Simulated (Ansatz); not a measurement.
Predict the output of the script below (Ansatz 0.2.0 through its Python package).

The script, `conformers.py`:
```python
"""Conformer energies of C5H7N."""

import logging
import sys

import ansatz
from rdkit import Chem
from rdkit.Chem import AllChem

logging.basicConfig(stream=sys.stdout, format="%(levelname)s %(message)s")
log = logging.getLogger("c5h7n")
log.setLevel(logging.INFO)

rd = Chem.AddHs(Chem.MolFromSmiles("C#C/C=C/CN"))
ids = list(AllChem.EmbedMultipleConfs(rd, numConfs=20, randomSeed=339, pruneRmsThresh=0.4))
field = [energy for _, energy in AllChem.MMFFOptimizeMoleculeConfs(rd)]
distinct = {round(e, 2): i for i, e in zip(ids, field)}
chosen = sorted(distinct.items())[:3]
found = []
for force_field, index in chosen:
    system = ansatz.Crystal.molecule()
    for atom, xyz in zip(rd.GetAtoms(), rd.GetConformer(index).GetPositions()):
        system = system.atom(atom.GetSymbol(), xyz.round(5).tolist())
    calc = (
        system.calculation()
        .basis(gaussian="cc-pVDZ")  # atom-centred Gaussian functions
        .functional("b3lyp")
    )
    found.append(calc.run().report["free_energy_ev"])
log.info("conformer   MMFF (kcal/mol)   this level (kcal/mol)")
for (force_field, index), e in zip(chosen, found):
    log.info(f"{index:9d} {force_field - chosen[0][0]:17.2f} {23.060548 * (e - min(found)):17.3f}")
```

Output of `python conformers.py`:
```text
INFO conformer   MMFF (kcal/mol)   this level (kcal/mol)
INFO         2              0.00             0.031
INFO         1              0.28             0.000
```

Reading the output:
- The conformers keep their force-field geometries.
- b3lyp holds the VWN-RPA fit, as in Gaussian; the form of ORCA and Turbomole is b3lyp5.
- Timing: 9 s on 1 thread of AMD EPYC 7R43 64-Core Processor (Zen 3), on a shared host, peak memory 0.35 GiB.
